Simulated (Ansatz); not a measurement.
We consider solid chlorine, described by r²SCAN-D4 in Ansatz (plane waves, PAW).

Run with plane-wave cutoff 500 eV, 8×8×4 k mesh (along the axes of the cell as run), gaussian smearing 0.02 eV, scalar-relativistic PAW data made under PBE.

Cell (relaxed at this level):

```
CELL_PARAMETERS angstrom
      2.03721    -3.18611     0.00000
      2.03721     3.18611     0.00000
      0.00000     0.00000     8.19396
ATOMIC_POSITIONS crystal
  Cl 0.87808 0.87808 0.89324
  Cl 0.62192 0.62192 0.39324
  Cl 0.37808 0.37808 0.60676
  Cl 0.12192 0.12192 0.10676
```

Task: What does this level give for the band gap?

Result: 
* **band gap**: 2.62 eV (on the SCF k mesh)

Computed values are for the static lattice.

The result took about 110 core-seconds (a rough figure).

Ansatz is an electronic-structure program.
